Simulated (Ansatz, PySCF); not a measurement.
Reaction: CH4 (methane, SMILES C) → CH3 (SMILES [CH3], doublet) + H (doublet) (the C-H bond breaks)
Each species at its own B3LYP-D3(BJ)/def2-TZVP minimum (Ansatz, a first-principles code).

Property: bond dissociation energy (enthalpy at 298 K, ideal-gas terms from PySCF's Hessians at B3LYP-D3(BJ)/def2-TZVP), in kJ/mol. Open shells are spin-unrestricted; no spin-orbit coupling. CBS(X,Y): correlation extrapolated as X^-3, Hartree-Fock from the larger set (Q,5: extrapolated as (X+1)exp(-9√X)). A bracket is a step between two methods taken in the basis named. Functionals run without relativity, which enters their misses. Double hybrids freeze cores in their MP2 part. 'core' is core correlation in cc-pwCVTZ, 'X2C' scalar relativity in cc-pVTZ-DK, both at CCSD(T). Where a partner has so few electrons that a lower coupled-cluster level is exact, that level stands in.

From measured enthalpies of formation at 298 K: 104.9 kcal/mol (Active Thermochemical Tables 1.112 (ions: stationary electron), as tabulated in the package chemicals). The calculations leave out spin-orbit terms.

Question: How far off this value is PBE/def2-TZVPD (Ansatz), in which direction, and which of these levels come nearer: r2SCAN/def2-TZVPD, PBE0/def2-TZVPD, wB97M-V/def2-TZVPD, B2PLYP/def2-TZVPD, CCSD(T)/CBS(cc-pVQZ,cc-pV5Z) + core + X2C?

Answer: PBE gives 427.6 kJ/mol, 11.4 kJ/mol below it. Errors of the others: r2SCAN/def2-TZVPD (Ansatz) -21.3; PBE0/def2-TZVPD (Ansatz) -14.6; wB97M-V/def2-TZVPD (Ansatz) -1.2; B2PLYP/def2-TZVPD (Ansatz) -10.1; CCSD(T)/CBS(cc-pVQZ,cc-pV5Z) + core + X2C (Ansatz) -0.5; CCSD(T)/CBS(cc-pVQZ,cc-pV5Z) + [CCSDT(Q) - CCSD(T)]/cc-pVQZ + [CCSDTQ - CCSDT(Q)]/cc-pVDZ + core + X2C (Ansatz) -0.7 kJ/mol. Nearer than PBE: wB97M-V/def2-TZVPD, B2PLYP/def2-TZVPD, CCSD(T)/CBS(cc-pVQZ,cc-pV5Z) + core + X2C, CCSD(T)/CBS(cc-pVQZ,cc-pV5Z) + [CCSDT(Q) - CCSD(T)]/cc-pVQZ + [CCSDTQ - CCSDT(Q)]/cc-pVDZ + core + X2C.
